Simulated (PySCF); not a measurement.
**Electronic absorption of C5H5F**

C5H5F.
SMILES: `FC1C=CC=C1`

Theory: TDDFT B3LYP/def2-SVPD, vertical, gas phase, core orbitals frozen in the response (PySCF 2.14.0, density-fitted response routines). Geometry: GFN2-xTB; no solvent, vibrations or thermal averaging.

Problem. Predict the UV-vis stick spectrum at this level.

Solution. 

```
state  λ (nm)  E (eV)       f  symmetry  main configurations (H = HOMO, L = LUMO)
   S1   283.9    4.37   0.044        A″                                 H→L (98%)
   S2   196.0    6.33   0.019        A′                  H-1→L (79%), H→L+2 (13%)
   S3   194.2    6.38  0.0029        A″                               H→L+1 (98%)
   S4   191.7    6.47  0.0058        A″                               H-2→L (97%)
   S5   180.0    6.89   0.011        A′                  H-3→L (61%), H→L+2 (36%)
   S6   176.4    7.03   0.032        A″                               H→L+3 (99%)
   S7   175.8    7.05   0.036        A′                  H→L+4 (72%), H→L+2 (21%)
   S8   163.6    7.58  0.0045        A″                               H→L+5 (99%)
```

Triplets (Tamm–Dancoff): T1 2.69 eV, H→L (97%); T2 4.94 eV, H-1→L (52%), H→L+2 (23%), H→L+4 (11%); T3 6.03 eV, H-1→L (46%), H→L+2 (24%), H-3→L (19%).

The lowest singlet lies at 4.37 eV (284 nm, ultraviolet) and is of moderate strength; its leading configuration is HOMO→LUMO (98%). The lowest level is also the most intense of those listed (f = 0.044). Löwdin shares by element: HOMO carbon 86% or more; LUMO carbon 73% or more (atoms not listed hold the other 27%). The listed states span 3.21 eV, and the widest gap between neighbours is 1.96 eV (S1 to S2). Orbital energies (eV): HOMO-3 -9.85, HOMO-2 -9.47, HOMO-1 -8.98, HOMO -6.58, LUMO -1.67, LUMO+1 0.79, LUMO+2 1.27. The oscillator strengths of these states sum to 0.155; summed over the whole spectrum of an exact calculation they would give the number of electrons, 44 (Thomas–Reiche–Kuhn). Symmetry labels in Cs follow from the direction of the transition dipole and are given only for states with f of 0.002 or more. The window holds the lowest 8 singlets.

The run took 17 s of wall time on an Arm Neoverse V1 with one thread (shared host).
